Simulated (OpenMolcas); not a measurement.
# ClF (chlorine monofluoride): levels of theory compared

Aim: a comparison of 6 runs (HF/STO-3G, B2PLYP/cc-pVTZ, PBE/cc-pVTZ, SVWN5/cc-pVTZ, revPBE/cc-pVTZ, CCSD(T)/cc-pVTZ) of ClF (chlorine monofluoride). 

Program for the calculation: OpenMolcas 26.06.

**1. The structure to begin with**

ClF has 2 atoms, charge 0, and is taken as a singlet. As SMILES, `FCl`. The F1–Cl2 distance was set to 2.106 Å, away from the relaxed value.

Bond lengths: F1–Cl2 2.106 Å.

**2. The energy at HF/STO-3G (run 1)**

Input file calc.input:

```
>>> EXPORT MOLCAS_PRINT=2
&GATEWAY
BasLib=$CurrDir
Coord
2
angstrom
F        0.000000       0.000000      -0.454640
Cl       0.000000       0.000000       1.650960
Basis=STO-3G
Group=NoSym
&SEWARD
&SCF
Thresholds=1e-10 1e-07 1e-07 1e-05
PrOrbitals=1 2
```

The basis set STO-3G is read from a file made from the Basis Set Exchange's data (not shown).

On the command line:

```console
$ export MOLCAS_MEM=1860
$ pymolcas calc.input > calc.log
```

Log:

```text
--- Start Module: gateway ---
[...]
--- Stop Module: gateway /rc=_RC_ALL_IS_WELL_ ---
--- Start Module: seward ---
[...]
      Basis functions           14
--- Stop Module: seward /rc=_RC_ALL_IS_WELL_ ---
--- Start Module: scf ---
[...]
       Convergence after  11 Iterations
[...]
::    Total SCF energy                               -552.4461825115
[...]
      Total spin, S                                     0.0000000000
[...]
      Total electronic charge=   26.000000
      Total            charge=   -0.000000
[...]
      Dipole Moment (debye):
      Origin of the operator (angstrom)=    0.0000    0.0000    0.9097
                   X=  2.8755E-16               Y= -1.4277E-16               Z= -1.1940E+00           Total=  1.1940E+00
      Quadrupole Moment (debye*angstrom):
[...]
--- Stop Module: scf /rc=_RC_ALL_IS_WELL_ ---
[...]
```

Wall time 1.6 s (1 thread of Arm Neoverse V1, shared host); peak memory 0.37 GiB.

**3. A single-point energy at B2PLYP/cc-pVTZ (run 2)**

Input file input.xyz:

```xyz
2

F      0.000000     0.000000    -0.454640
Cl     0.000000     0.000000     1.650960
```

Input file run.input:

```
&GATEWAY
 BasLib
 $CurrDir
 Coord
 input.xyz
 Basis
 cc-pVTZ
 Group
 NoSym

&SEWARD
 GridInput
 Grid=UltraFine
 End of Grid

&SCF
 KSDFT
 B2PLYP_SCF
 Thresholds
 1e-10 1e-07 1e-07 1e-05
 PrOrbitals
 1 2

&MBPT2
 Frozen
 6
```

The basis set cc-pVTZ is read from a file made from the Basis Set Exchange's data (not shown).

On the command line:

```console
$ export MOLCAS_MEM=1860
$ pymolcas run.input > run.log
```

Log:

```text
--- Start Module: gateway ---
[...]
--- Stop Module: gateway /rc=_RC_ALL_IS_WELL_ ---
[...]
      Basis functions           64
[...]
--- Start Module: scf ---
[...]
       Convergence after  14 Iterations
[...]
::    Total KS-DFT energy                            -559.6236827752
[...]
      Total spin, S                                     0.0000000000
[...]
      Total electronic charge=   26.000000
      Total            charge=   -0.000000
[...]
      Dipole Moment (debye):
      Origin of the operator (angstrom)=    0.0000    0.0000    0.9097
                   X=  1.2529E-15               Y=  8.1067E-16               Z=  1.9972E+00           Total=  1.9972E+00
      Quadrupole Moment (debye*angstrom):
[...]
--- Stop Module: scf /rc=_RC_ALL_IS_WELL_ ---
[...]
--- Start Module: mbpt2 ---
[...]
 ###    WARNING: MP2 implementation intended for RHF references only         ###
 ###############################################################################
MBPT2 WARNING: Reference function according to RunFile:KS-DFT
I'll assume you know what you're doing and continue
WARNING!
Default frozen orbitals as non valence orbitals is overwritten by user input.
Default values:   6
[...]
       Reference weight ( Cref**2 )         =        0.78323
::    Total MBPT2 energy                             -560.2124564024
[...]
      Total MBPT2 calculations                           0.07      0.08
--- Stop Module: mbpt2 /rc=_RC_ALL_IS_WELL_ ---
[...]
```

It took 7.2 s on 1 thread of Arm Neoverse V1, shared host; peak memory 0.4 GiB.

**4. A single-point energy at PBE/cc-pVTZ (run 3)**

Input file calc.input:

```
&GATEWAY
 BASLIB
 $CurrDir
 COORD
 2
 angstrom
 F        0.000000       0.000000      -0.454640
 Cl       0.000000       0.000000       1.650960
 BASIS
 cc-pVTZ
 GROUP
 NoSym

&SEWARD
 GRIDINPUT
 Grid=UltraFine
 End of Grid

&SCF
 KSDFT
 PBE
 THRESHOLDS
 1e-10 1e-07 1e-07 1e-05
 PRORBITALS
 1 1
```

The basis set cc-pVTZ is read from a file made from the Basis Set Exchange's data (not shown).

On the command line:

```console
$ export MOLCAS_MEM=1860
$ pymolcas calc.input > calc.log
```

Log:

```text
--- Start Module: gateway ---
[...]
--- Stop Module: gateway /rc=_RC_ALL_IS_WELL_ ---
--- Start Module: seward ---
[...]
      Basis functions           64
--- Stop Module: seward /rc=_RC_ALL_IS_WELL_ ---
--- Start Module: scf ---
[...]
       Convergence after  13 Iterations
[...]
::    Total KS-DFT energy                            -559.6928092575
[...]
      Total spin, S                                     0.0000000000
[...]
      Total electronic charge=   26.000000
      Total            charge=   -0.000000
[...]
      Dipole Moment (debye):
      Origin of the operator (angstrom)=    0.0000    0.0000    0.9097
                   X= -1.9801E-16               Y=  2.7528E-16               Z=  1.5896E+00           Total=  1.5896E+00
      Quadrupole Moment (debye*angstrom):
[...]
--- Stop Module: scf /rc=_RC_ALL_IS_WELL_ ---
[...]
```

Wall time 6.9 s (1 thread of Arm Neoverse V1, shared host); peak memory 0.4 GiB.

Runs 4 to 5 aren't shown in full; the table further down has their settings and results.

**5. The energy at CCSD(T)/cc-pVTZ (run 6)**

Input file calc.input:

```
&GATEWAY
 BasLib = $CurrDir
 Coord
 2
 angstrom
 F        0.000000       0.000000      -0.454640
 Cl       0.000000       0.000000       1.650960
 Basis = cc-pVTZ
 Group = NoSym

&SEWARD

&SCF
 Thresholds = 1e-10 1e-07 1e-07 1e-05
 PrOrbitals = 1 1

&RASSCF
 FileOrb = $Project.ScfOrb
 Spin = 1
 Nactel = 0 0 0
 Inactive = 13
 Ras2 = 0
 OutOrbitals = Canonical
 OrbListing = Nothing

&MOTRA
 JobIph
 Frozen = 6

&CCSDT
 CCT
 Triples = 2
 Iterations = 80
 Accuracy = 1e-08
 Extrapolation = 5 4
```

The basis set cc-pVTZ is read from a file made from the Basis Set Exchange's data (not shown).

On the command line:

```console
$ export MOLCAS_MEM=1860
$ pymolcas calc.input > calc.log
```

Log:

```text
--- Start Module: gateway ---
[...]
--- Stop Module: gateway /rc=_RC_ALL_IS_WELL_ ---
[...]
      Basis functions           64
[...]
       Convergence after  12 Iterations
[...]
::    Total SCF energy                               -558.8179210855
[...]
      Total spin, S                                     0.0000000000
[...]
      Number of active orbitals                  0
[...]
      Spin quantum number                      0.0
[...]
      Active orbitals                            0
[...]
      Number of CSFs                             1
[...]
      Number of root(s) required                 1
[...]
      Convergence after  4 iterations
[...]
      Natural orbitals and occupation numbers for root  1
      ************************************************************************************************************************
      *                                                    Final results                                                     *
      ************************************************************************************************************************
[...]
::    RASSCF root number  1 Total energy:   -558.81792109
[...]
      Total electronic charge=   26.000000
      Total            charge=   -0.000000
[...]
      Dipole Moment (debye):
      Origin of the operator (angstrom)=    0.0000    0.0000    0.9097
                   X=  1.4482E-15               Y= -3.5361E-16               Z=  2.3786E+00           Total=  2.3786E+00
      Quadrupole Moment (debye*angstrom):
[...]
--- Start Module: motra ---
[...]
      *** WARNING: Default frozen orbitals is overwritten by user input.
      *** Default values:   6
[...]
--- Stop Module: motra /rc=_RC_ALL_IS_WELL_ ---
--- Start Module: ccsdt ---
[...]
      Convergence after                    20  Iterations
      Total energy (diff) :    -559.30997380       0.00000000
[...]
 METHOD                       : CCSD+T(CCSD)+<T3(1)WT1> = CCSD(T)
[...]
       CCSD     =      -559.3099738008057
[...]
--- Stop Module: ccsdt /rc=_RC_ALL_IS_WELL_ ---
[...]
```

Run time: 10 s. Hardware: 1 thread of Arm Neoverse V1, shared host; peak memory 0.4 GiB.

**6. The series**

| run | level | frozen core orbitals | integration grid | energy (Eh) | dipole moment (D) of the reference | HOMO energy (eV) | LUMO energy (eV) | wall time |
| --- | --- | --- | --- | --- | --- | --- | --- | --- |
| 1 | HF/STO-3G | – | – | -552.446183 | 1.19 | -11.30 | 1.29 | 1.6 s |
| 2 | B2PLYP/cc-pVTZ | 6 | UltraFine | -559.782652 | 2.00 | -11.98 | -5.16 | 7.2 s |
| 3 | PBE/cc-pVTZ | – | UltraFine | -559.692809 | 1.59 | -8.67 | -7.77 | 6.9 s |
| 4 | SVWN5/cc-pVTZ | – | UltraFine | -557.850179 | 1.68 | -8.83 | -8.05 | 5.1 s |
| 5 | revPBE/cc-pVTZ | – | UltraFine | -559.858588 | 1.56 | -8.62 | -7.68 | 6.9 s |
| 6 | CCSD(T)/cc-pVTZ | 6 | – | -559.335213 | 2.38 | -14.55 | -2.45 | 10 s |

**7. Results**

| quantity | value |
| --- | --- |
| run 6: total energy | -559.33521 Eh |
| run 6: dipole moment (mean-field density) | 2.38 D |
| run 6: HOMO energy (Hartree–Fock orbitals) | -14.55 eV |
| run 6: LUMO energy (Hartree–Fock orbitals) | -2.45 eV |
| run 6: HOMO–LUMO gap (Hartree–Fock orbitals) | 12.10 eV |
| run 6: correlation energy (6 core orbitals frozen) | -517.3 mEh |
| run 6: (T) correction | -25.24 mEh |

**Reading.** Over runs 1, 2, 3, 4, 5 the dipole moment (its size) runs from 1.19 D (HF/STO-3G) to 2.00 D (B2PLYP/cc-pVTZ). The two ends differ in method and basis. The two dipoles point in opposite directions. A double hybrid's value is that of its SCF part. Over runs 1, 2, 3, 4, 5 the HOMO–LUMO gap runs from 0.78 eV (SVWN5/cc-pVTZ) to 12.58 eV (HF/STO-3G). For B2PLYP the log adds the whole second-order term; the table takes 0.27 of it, as the functional is defined. Totals of different functionals can't be ranked against each other. In run 1 the basis is minimal, so the values are rough. All runs together took 38 s, the longest 10 s.
